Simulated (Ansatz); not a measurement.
Geometry optimisation, RKS B3LYP-D4/6-31G* in Ansatz 0.2.0.

input.yaml

```yaml
crystal:
  periodic: [false, false, false]
  atoms:
    - { symbol: B, position_ang: [0.11847, -0.524134, -0.27376] }
    - { symbol: F, position_ang: [-0.178407, 0.422124, 2.040458] }
    - { symbol: H, position_ang: [1.111246, 0.116141, -0.417116] }
    - { symbol: H, position_ang: [-0.940394, -0.099857, -0.61334] }
    - { symbol: P, position_ang: [0.219732, -2.259904, 0.511045] }
    - { symbol: H, position_ang: [-0.710038, -3.01975, -0.237437] }
    - { symbol: H, position_ang: [1.418006, -2.799566, -0.012922] }
    - { symbol: H, position_ang: [-0.133115, -0.450454, 2.370472] }
basis:
  gaussian: { orbitals: "6-31G*" }
hamiltonian:
  xc: b3lyp
  dispersion: d4
relax:
  f_tol: 0.03
  max_steps: 50
```

Launched with:

```bash
$ ansatz run input.yaml --threads 1 --pin off --max-ram 2048MiB --backend cpu --events-out ev --progress --plain --runs-dir out
```

Question: Where does it end, and by what steps?

Answer: The forces met the threshold. After 7 steps the energy has fallen by 0.020 eV; F2 moved furthest, 0.22 Å.

```
step  energy less start (eV)  largest force component (eV/Å)  accepted
   0                  0.0000                           0.416       yes
   1                 -0.0063                           0.166       yes
   2                 -0.0093                           0.423       yes
   3                 -0.0147                           0.078       yes
   4                 -0.0167                           0.086       yes
   5                 -0.0186                           0.071       yes
   6                 -0.0195                           0.031       yes
   7                 -0.0196                           0.010       yes
```

```xyz
8
Properties=species:S:1:pos:R:3
B 0.106 -0.481 -0.154
F -0.165 0.348 1.831
H 1.109 0.127 -0.357
H -0.944 -0.083 -0.549
P 0.221 -2.262 0.568
H -0.715 -2.987 -0.207
H 1.410 -2.770 -0.006
H -0.117 -0.506 2.242
```

Whether the end is a true minimum wasn't checked by a vibrational analysis.

The run took 14 s on 1 thread of Arm Neoverse V2, with other jobs on the host, peak memory 0.13 GiB.
